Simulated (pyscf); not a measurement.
This saddle point was located with ωB97X-D3(BJ)/def2-SVP in PySCF.

```
Si
N 1 1.5763
H 2 1.0116 1 131.93
H 1 1.4715 2 123.18 3 -178.58
N 1 1.8150 4 106.26 2 -162.31
H 5 1.0209 1 115.41 4 157.09
H 5 1.0214 6 109.64 1 133.86
H 5 1.4097 6 114.12 7 127.79
Cl 8 1.4703 5 148.43 6 118.08
```

Surface: singlet, charge 0. Lowest wavenumbers (cm⁻¹): 757i, 128, 222, 267, 316.

Which two sides does it connect, and which bonds change?

`[NH]=[SiH][Cl]` + `[NH3]` ⇌ `[NH]=[SiH][NH2]` + `[ClH]`, a four-centre exchange read from left to right: Cl–Si, H–N broken and N–Si, Cl–H formed. At ωB97M-D3(BJ)/def2-TZVP it lies +9.1 kcal/mol from the left side and +3.6 kcal/mol from the right (each side as separated species at their lowest minima found). On the reactant side the descent ends in an adduct with a N–Si contact (not fully relaxed), 26.3 kcal/mol under the separated species and 35.5 kcal/mol under the saddle at ωB97X-D3(BJ)/def2-TZVP. What is counted as formed (N–Si) is already present as a longer contact in the reactant adduct; forming that adduct is a step of its own. The same reactants have a lower exit, to H₂N–SiH(NH₂)–Cl (barrier -18.4 kcal/mol at ωB97M-D3(BJ)/def2-TZVP, against +9.1 kcal/mol here). HN=SiH–Cl lies 26.4 kcal/mol over its isomer H₂N–Si:–Cl [singlet] (electronic energy, ωB97M-D3(BJ)/def2-TZVP). HN=SiH–NH₂ lies 20.7 kcal/mol over its isomer H₂N–Si:–NH₂ [singlet] (electronic energy, ωB97M-D3(BJ)/def2-TZVP). This is the saddle that the search found; another between the same sides may lie lower.
